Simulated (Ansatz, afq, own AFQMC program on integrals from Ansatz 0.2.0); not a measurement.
Integrals from Ansatz 0.2.0, then the random walk in our own AFQMC program (afq).

```yaml
crystal:
  periodic: [false, false, false]
  atoms:
    - {symbol: Zr, position_ang: [0.000000, 0.000301, 0.252444]}
    - {symbol: C, position_ang: [0.000000, 0.002652, -1.456555]}
    - {symbol: H, position_ang: [-0.000116, -1.051719, -1.771388]}
    - {symbol: H, position_ang: [0.893681, 0.496351, -1.859838]}
    - {symbol: H, position_ang: [-0.893571, 0.496548, -1.859838]}
basis:
  gaussian: {orbitals: def2-SVP}
magnetization: {spin_polarized: false, initial_magnetization: 1}
correlation: {method: ccsd_t, electrons: outside_noble_gas, hamiltonian_folder: ham}
```

```sh
$ ansatz run in.yaml --threads 1 --pin off --events-out ev --progress --plain --max-ram 24576MiB --backend cuda --devices 0, --max-vram 18GiB
```

Options of the walk:

```
--method phaseless --trial cisd --walkers 4000 --populations 20 --least-time 60 --time-step 0.005 --steps-per-block 50 --equilibration-blocks 40 --max-blocks 4000 --target-error 0.0002 --factor-cut 1e-05 --start spin_pure --seed 2485 --release-times 0.24,0.5,1,1.5 --release-step 0.02 --release-every 3 --taylor-order 6
```

Times are imaginary, in 1/Eh. The walk had a cap of 186 s. With eight or more populations the least sampling time is a fifth of least-time, and the error comes from their spread. Core potentials past Kr, no spin–orbit coupling.

Output of the walk:

```
orbitals 55  electrons 6 5  factors 490 of 633
reference energy -85.88751658 Eh
CCSD correlation -0.24826030 Eh in 18 cycles, weight of the determinant in the CISD state 0.8465
energy of the start -86.135771 Eh
 block  time / (1/Eh)  mean weight  energy / Eh
     1     0.250  0.9999  -86.132470
     2     0.500  1.0002  -86.134887
     3     0.750  1.0003  -86.137255
     4     1.000  0.9998  -86.139309
     5     1.250  1.0001  -86.140436
     8     2.000  1.0002  -86.142772
    11     2.750  0.9998  -86.144408
    17     4.250  0.9997  -86.145998
    23     5.750  1.0000  -86.145024
    29     7.250  0.9998  -86.146657
    35     8.750  1.0004  -86.146274
    41    10.250  1.0001  -86.144629
    47    11.750  1.0001  -86.146347
    53    13.250  1.0000  -86.147831
    59    14.750  0.9999  -86.145930
    65    16.250  1.0000  -86.146480
    71    17.750  0.9999  -86.145449
    77    19.250  0.9997  -86.146439
    83    20.750  1.0001  -86.145965
    89    22.250  1.0002  -86.146007
error from the spread of 20 populations
released: time / (1/Eh)  energy / Eh  error  mean overlap
  0.24  -86.146113  0.000134  1.0007
  0.50  -86.146284  0.000117  0.9974
  1.00  -86.146692  0.000148  0.9899
  1.50  -86.146724  0.000145  0.9928
energy -86.146044 +/- 0.000195 Eh
(rows thinned)
```

The run passed its tests (sampling time, drift between the halves within three errors, error under three times the target), which doesn't prove that it has relaxed.

Against this walk (error 5.3 meV) on the same determinant: CCSD(T) 21.9 meV higher, CCSDT(Q) 26.1 meV lower. The error is statistical and leaves out the bias of the constraint. Released to 1.50 1/Eh the energy lies 18 ± 7 meV (both errors) below the phaseless value, which shows part or all of the bias of the constraint, and CCSDT(Q) lies 7.6 meV below the released value. CCSDT(Q) is the surest value here, so the walk's 26 meV above it is most likely the bias of the constraint with this trial, which can have either sign.

Cautions: constraint bias not in the error; no spin-orbit coupling; outer-core shells of the metal frozen; higher spins were not checked; a spin-contaminated unrestricted determinant lies lower (UHF 132 meV lower, ⟨S²⟩ 1.07); CCSDT(Q) on the UHF determinant differs (33 meV lower), perhaps since the unrestricted series falls towards higher spin.

The walk took 2.3 min on 1 × NVIDIA H100 80GB HBM3 with 2 threads of AMD EPYC 7R13 Processor (Zen 3) (shared host) (the card was shared). The log's last line is the phaseless energy.

CCSDT and higher add their correlation energy to the determinant of the CCSD(T) run, since their own runs factorise the integrals more tightly (a shift of under 2 meV). A walk keeps the symmetry of its determinant, which the program's search chose and which needn't be the lowest solution, so a lower state of the same spin and another symmetry isn't excluded.
